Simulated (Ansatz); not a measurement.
hcp Y, treated with LDA (PAW; Ansatz, a program for electronic structure).

Numerical settings: plane-wave cutoff 520 eV, 12×12×8 k mesh (along the axes of the cell as run), Fermi–Dirac smearing 0.1 eV, perturbation theory, scalar-relativistic PAW data made under PBE.

The cell has the measured lattice parameters. Conventional cell: a = 3.6483 Å, b = 3.6483 Å, c = 5.7317 Å, α = 90.00°, β = 90.00°, γ = 120.00°.

Space group P6₃/mmc (No. 194); a = 3.648 Å, b = 3.648 Å, c = 5.732 Å, α = 90.00°, β = 90.00°, γ = 120.00°

```csv
atom,site,symmetry,x,y,z
Y,2c,-6m2,0.3333,0.6667,0.2500
```

Harmonic phonon frequencies (cm⁻¹; i marks an imaginary mode):

```tsv
q point	frequencies
Γ	0 0 0 84 84 128
M	74 80 108 124 126 128
K	[?]
A	60 60 60 60 98 98
```

**Question.** Complete the blanks.

**Answer.** 
- K, frequencies: 99 99 101 101 121 124

No imaginary mode appears at these points.

Note: the cell isn't this level's own, so it is under some stress, which shifts stiffness and frequencies.
